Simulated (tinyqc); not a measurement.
The integration grid: Kohn-Sham B3LYP on finer and finer grids in the sto-3g basis, for CH2, spin multiplicity 3. Computed by the program tinyqc with PySCF. Self-consistent on each grid; the net force on the molecule should vanish.

Geometry (angstrom):
```
atom       x        y       z
C     0.0000   0.0000  0.0000
H     0.0000   0.9340  0.4330
H     0.0000  -0.9340  0.4330
```

Kohn-Sham energy on Becke grids (radial x angular points per atom):
```
grid       points  residual of the electron count  E (hartree)  E - finest (mhartree)  largest net force without grid terms (hartree/bohr)
10 x 14       420                       -3.14e-02    -38.61216               29.42980                                             4.45e-03
15 x 26      1170                       -4.00e-03    -38.64154                0.04768                                             5.95e-03
20 x 50      3000                        1.16e-03    -38.64219               -0.60222                                             4.33e-03
30 x 86      7708                        1.78e-04    -38.64162               -0.03311                                             1.16e-04
50 x 194    29064                       -1.73e-06    -38.64159                0.00071                                             6.94e-06
75 x 302    67928                       -9.60e-09    -38.64159               -0.00016                                             5.52e-07
120 x 590  212206                        4.35e-09    -38.64159                0.00000                                             2.60e-07
```

What does the comparison show, and why?

The energy is within 0.1 mhartree of the finest grid first at 15 x 26. The error has both signs, since quadrature is not variational. The electron count and the net force are cheap signs of a poor grid.
